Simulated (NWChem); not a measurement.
# TPSSh/6-31G run of CH3FMg (MgMeF)

What is the energy difference between two shapes of CH3FMg (MgMeF) at TPSSh/6-31G? 

The results are computed with NWChem 7.3.0.

2 further runs of the same task are left out: 1 that didn't finish, 1 set aside as unsound or not needed.

## 1. Starting point

CH3FMg has 6 atoms, charge 0, and is taken as a singlet. As SMILES, `[CH3][Mg][F]`. The shape comes from GFN1-xTB, which is rough for such elements, and wasn't checked as a minimum.

Bond lengths: Mg1–C2 2.031 Å, Mg1–F6 1.720 Å, C2–H3 1.088 Å, C2–H4 1.088 Å, C2–H5 1.088 Å. Angles: C2–Mg1–F6 179.0°, Mg1–C2–H3 109.9°, Mg1–C2–H4 109.6°, Mg1–C2–H5 109.9°, H3–C2–H4 109.1°, H3–C2–H5 109.2°, H4–C2–H5 109.1°.

## 2. The charge distribution at TPSSh/6-31G

The input, ch3fmg.nw:

```
START ch3fmg
TITLE "CH3FMg properties"
memory stack 880 mb heap 220 mb global 1100 mb

GEOMETRY units bohr noautosym nocenter noautoz
 Mg  -0.03331587   0.00517785  -2.36531350
 C    0.00357158  -0.00326923   1.47296593
 H   -0.81673963   1.74219521   2.18427774
 H    1.94076763  -0.16079680   2.14482025
 H   -1.08570435  -1.59785792   2.17898650
 F   -0.00857936   0.01456979  -5.61571802
END

BASIS
 Mg library 6-31G
 C library 6-31G
 H library 6-31G
 F library 6-31G
END

DFT
 xc xctpssh
 grid xfine
 convergence energy 1e-06
 direct
 mulliken
 print low
END

PROPERTY
 electrondensity
 dipole
 octupole
END

TASK dft property
```

On the command line:

```bash
$ nwchem ch3fmg.nw > ch3fmg.out
```

Standard output:

```text
Northwest Computational Chemistry Package (NWChem) 7.3.0
             --------------------------------------------------------

           Job information
           ---------------

    nwchem branch   = 7.3.0
    use scalapack   = T
    input           = ch3fmg.nw
    prefix          = ch3fmg.
    data base       = ./ch3fmg.db
    status          = startup
    nproc           =        1

           Memory information
           ------------------

    heap     =     28835840 doubles =      220.0 Mbytes
    stack    =    115343357 doubles =      880.0 Mbytes
    global   =    144179200 doubles =     1100.0 Mbytes (distinct from heap & stack)
    total    =    288358397 doubles =     2200.0 Mbytes
    verify   = yes
    hardfail = no

           Directory information
           ---------------------

  0 permanent = .
  0 scratch   = .

                                NWChem Input Module
                                -------------------

                                 CH3FMg properties
                                 -----------------

                             Geometry "geometry" -> ""
                             -------------------------

 Output coordinates in a.u. (scale by  1.000000000 to convert to a.u.)

  No.       Tag          Charge          X              Y              Z
 ---- ---------------- ---------- -------------- -------------- --------------
    1 Mg                  12.0000    -0.03331587     0.00517785    -2.36531350
    2 C                    6.0000     0.00357158    -0.00326923     1.47296593
    3 H                    1.0000    -0.81673963     1.74219521     2.18427774
    4 H                    1.0000     1.94076763    -0.16079680     2.14482025
    5 H                    1.0000    -1.08570435    -1.59785792     2.17898650
    6 F                    9.0000    -0.00857936     0.01456979    -5.61571802

      Atomic Mass
      -----------

      Mg                23.985040
      C                 12.000000
      H                  1.007825
      F                 18.998400

 Effective nuclear repulsion energy (a.u.)      79.9183151587

            Nuclear Dipole moment (a.u.)
            ----------------------------
        X                 Y               Z
 ---------------- ---------------- ----------------
    -0.4172515500     0.1571874200   -63.5793441100

            XYZ format geometry
            -------------------
     6
 geometry
 Mg                   -0.01763000     0.00274000    -1.25167009
 C                     0.00189000    -0.00173000     0.77946006
 H                    -0.43220003     0.92193007     1.15587009
 H                     1.02701008    -0.08509001     1.13499008
 H                    -0.57453004    -0.84555006     1.15307008
 F                    -0.00454000     0.00771000    -2.97171021

 ==============================================================================
                                internuclear distances
 ------------------------------------------------------------------------------
       center one      |      center two      | atomic units |       a.u.
 ------------------------------------------------------------------------------
    2 C                |   1 Mg               |     3.83847  |     3.83847
    3 H                |   2 C                |     2.05561  |     2.05561
    4 H                |   2 C                |     2.05644  |     2.05644
    5 H                |   2 C                |     2.05614  |     2.05614
    6 F                |   1 Mg               |     3.25051  |     3.25051
 ------------------------------------------------------------------------------
                         number of included internuclear distances:          5
 ==============================================================================

 ==============================================================================
                                 internuclear angles
 ------------------------------------------------------------------------------
        center 1       |       center 2       |       center 3       |  degrees
 ------------------------------------------------------------------------------
    2 C                |   1 Mg               |   6 F                |   179.01
    1 Mg               |   2 C                |   3 H                |   109.90
    1 Mg               |   2 C                |   4 H                |   109.63
    1 Mg               |   2 C                |   5 H                |   109.88
    3 H                |   2 C                |   4 H                |   109.14
    3 H                |   2 C                |   5 H                |   109.16
    4 H                |   2 C                |   5 H                |   109.11
 ------------------------------------------------------------------------------
                            number of included internuclear angles:          7
 ==============================================================================

                      Basis "ao basis" -> "" (cartesian)
                      -----
  [basis functions not shown]

 Summary of "ao basis" -> "" (cartesian)
 ------------------------------------------------------------------------------
       Tag                 Description            Shells   Functions and Types
 ---------------- ------------------------------  ------  ---------------------
 Mg                          6-31G                   7       13   4s3p
 C                           6-31G                   5        9   3s2p
 H                           6-31G                   2        2   2s
 F                           6-31G                   5        9   3s2p

                              NWChem Property Module
                              ----------------------

                                 CH3FMg properties

  itol2e modified to match energy
  convergence criterion.

                                 NWChem DFT Module
                                 -----------------

                                 CH3FMg properties

  Caching 1-el integrals
   Time after variat. SCF:      0.3

     ---------------------------------------------
      Total Density - Mulliken Population Analysis
     ---------------------------------------------

    Atom       Charge   Shell Charges
 -----------   ------   -------------------------------------------------------
    1 Mg  12    10.75   2.00  2.00  5.97  0.39  0.15  0.20  0.03
    2 C    6     7.11   2.00  0.71  2.10  0.78  1.52
    3 H    1     0.75   0.47  0.28
    4 H    1     0.75   0.47  0.28
    5 H    1     0.75   0.47  0.28
    6 F    9     9.88   2.00  0.96  3.59  1.02  2.31
   Time prior to 1st pass:      0.3

           Memory utilization after 1st SCF pass:
           Heap Space remaining (MW):        0.00                  88
          Stack Space remaining (MW):      115.34           115342964

   convergence    iter        energy       DeltaE   RMS-Dens  Diis-err    time
 ---------------- ----- ----------------- --------- --------- ---------  ------
 d= 0,ls=0.0,diis     1   -339.7704086997 -4.20D+02  4.29D-02  6.55D-01     2.5
 d= 0,ls=0.0,diis     2   -339.3172069255  4.53D-01  2.98D-02  5.63D+00     4.4
 d= 0,ls=0.0,diis     3   -339.8482831923 -5.31D-01  3.18D-03  6.88D-03     6.3
 d= 0,ls=0.0,diis     4   -339.8479447957  3.38D-04  1.68D-03  9.64D-03     8.1
 d= 0,ls=0.0,diis     5   -339.8493290527 -1.38D-03  1.45D-04  6.00D-05    10.2
  Resetting Diis
 d= 0,ls=0.0,diis     6   -339.8493354147 -6.36D-06  3.03D-05  7.66D-07    12.3
 d= 0,ls=0.0,diis     7   -339.8493355681 -1.53D-07  9.11D-06  4.98D-08    14.3
 d= 0,ls=0.0,diis     8   -339.8493355566  1.15D-08  5.40D-06  1.78D-07    16.4

         Total DFT energy =     -339.849335556568
      One electron energy =     -632.210861550783
           Coulomb energy =      246.114320127745
    Exchange-Corr. energy =      -33.671109292279
 Nuclear repulsion energy =       79.918315158749

 Numeric. integr. density =       30.000000034630

     Total iterative time =     16.1s

     ---------------------------------------------
      Total Density - Mulliken Population Analysis
     ---------------------------------------------

    Atom       Charge   Shell Charges
 -----------   ------   -------------------------------------------------------
    1 Mg  12    11.02   2.00  2.00  5.96  0.43  0.46  0.08  0.09
    2 C    6     6.88   2.00  0.64  2.08  0.80  1.38
    3 H    1     0.83   0.53  0.30
    4 H    1     0.83   0.53  0.30
    5 H    1     0.83   0.53  0.30
    6 F    9     9.61   2.00  0.92  3.29  1.07  2.34

     -------------------------------------------
      Total Density - Lowdin Population Analysis
     -------------------------------------------

    Atom       Charge   Shell Charges
 -----------   ------   -------------------------------------------------------
    1 Mg  12    11.24   2.00  1.97  5.90  0.40  0.60  0.17  0.20
    2 C    6     6.67   1.99  0.56  1.91  0.49  1.72
    3 H    1     0.87   0.50  0.37
    4 H    1     0.87   0.50  0.37
    5 H    1     0.87   0.50  0.37
    6 F    9     9.49   1.99  0.93  3.20  0.92  2.45

          -------------
          Dipole Moment
          -------------

 Center of charge (in au) is the expansion point
         X =      -0.0139084 Y =       0.0052396 Z =      -2.1193115

   Dipole moment        0.7805416061 A.U.
             DMX       -0.0257313763 DMXEFC        0.0000000000
             DMY       -0.0034139384 DMYEFC        0.0000000000
             DMZ        0.7801098898 DMZEFC        0.0000000000
   -EFC- dipole         0.0000000000 A.U.
   Total dipole         0.7805416061 A.U.

   Dipole moment        1.9839538662 Debye(s)
             DMX       -0.0654031292 DMXEFC        0.0000000000
             DMY       -0.0086774315 DMYEFC        0.0000000000
             DMZ        1.9828565445 DMZEFC        0.0000000000
   -EFC- dipole         0.0000000000 DEBYE(S)
   Total dipole         1.9839538662 DEBYE(S)

 1 a.u. = 2.541766 Debyes

          ---------------
          Octupole Moment
          ---------------

 Center of charge (in au) is the expansion point
         X =      -0.0139084 Y =       0.0052396 Z =      -2.1193115

   Third moments in atomic units

   Component  Electronic+nuclear     Point charges             Total
  --------------------------------------------------------------------------
      XXX           0.5965521920          0.0000000000          0.5965521920
      YYY           0.2377772262          0.0000000000          0.2377772262
      ZZZ          -5.5701660551          0.0000000000         -5.5701660551
      XXY          -0.1660156101          0.0000000000         -0.1660156101
      XXZ          -7.9036677772          0.0000000000         -7.9036677772
      YYX          -0.7985988181          0.0000000000         -0.7985988181
      YYZ          -7.8789690314          0.0000000000         -7.8789690314
      ZZX          -0.1351973686          0.0000000000         -0.1351973686
      ZZY          -0.0284421166          0.0000000000         -0.0284421166
      XYZ          -0.0008975877          0.0000000000         -0.0008975877

   Third moments in 10**(-34) esu*cm**3

   Component  Electronic+nuclear     Point charges             Total
  --------------------------------------------------------------------------
      XXX           0.4245590364          0.0000000000          0.4245590364
      YYY           0.1692231986          0.0000000000          0.1692231986
      ZZZ          -3.9642203394          0.0000000000         -3.9642203394
      XXY          -0.1181513175          0.0000000000         -0.1181513175
      XXZ          -5.6249455130          0.0000000000         -5.6249455130
      YYX          -0.5683531956          0.0000000000         -0.5683531956
      YYZ          -5.6073677120          0.0000000000         -5.6073677120
      ZZX          -0.0962183449          0.0000000000         -0.0962183449
      ZZY          -0.0202419131          0.0000000000         -0.0202419131
      XYZ          -0.0006388024          0.0000000000         -0.0006388024

   Octupole moments in atomic units

   Component  Electronic+nuclear     Point charges             Total
  --------------------------------------------------------------------------
      XXX           1.9972464720          0.0000000000          1.9972464720
      YYY           0.5294638164          0.0000000000          0.5294638164
      ZZZ          18.1037891578          0.0000000000         18.1037891578
      XXY          -0.4366987750          0.0000000000         -0.4366987750
      XXZ          -9.0827680111          0.0000000000         -9.0827680111
      YYX          -1.8278750478          0.0000000000         -1.8278750478
      YYZ          -9.0210211467          0.0000000000         -9.0210211467
      ZZX          -0.1693714241          0.0000000000         -0.1693714241
      ZZY          -0.0927650413          0.0000000000         -0.0927650413
      XYZ          -0.0022439691          0.0000000000         -0.0022439691

   Octupole moments in 10**(-34) esu*cm**3

   Component  Electronic+nuclear     Point charges             Total
  --------------------------------------------------------------------------
      XXX           1.4214163471          0.0000000000          1.4214163471
      YYY           0.3768130445          0.0000000000          0.3768130445
      ZZZ          12.8842494981          0.0000000000         12.8842494981
      XXY          -0.3107932778          0.0000000000         -0.3107932778
      XXZ          -6.4640970003          0.0000000000         -6.4640970003
      YYX          -1.3008767370          0.0000000000         -1.3008767370
      YYZ          -6.4201524978          0.0000000000         -6.4201524978
      ZZX          -0.1205396101          0.0000000000         -0.1205396101
      ZZY          -0.0660197667          0.0000000000         -0.0660197667
      XYZ          -0.0015970059          0.0000000000         -0.0015970059

 1 a.u. = 0.711688 10**(-34) esu*cm**3

          ---------------------
          Electron/spin density
          ---------------------

 1 a.u. = 4.80286 10**(-10) esu

 Total electron density
 ----------------------
   Point      X         Y         Z      Density (a.u.)
    1 Mg  -0.03332   0.00518  -2.36531    1024.089520
    2 C    0.00357  -0.00327   1.47297     118.167432
    3 H   -0.81674   1.74220   2.18428       0.422311
    4 H    1.94077  -0.16080   2.14482       0.422117
    5 H   -1.08570  -1.59786   2.17899       0.422199
    6 F   -0.00858   0.01457  -5.61572     419.952370

 Task  times  cpu:       16.4s     wall:       16.4s
 Total times  cpu:       16.5s     wall:       16.5s
```

Run time: 17 s. Hardware: 1 thread of Intel Xeon Platinum 8175M at 2.50GHz (Skylake/Cascade Lake), shared host; peak memory 0.13 GiB.

Atomic charges (e):

```tsv
atom	Mulliken	Löwdin
Mg1	+0.980	+0.760
C2	-0.880	-0.670
H3	+0.170	+0.130
H4	+0.170	+0.130
H5	+0.170	+0.130
F6	-0.610	-0.490
```

[end of part 1 of 2]
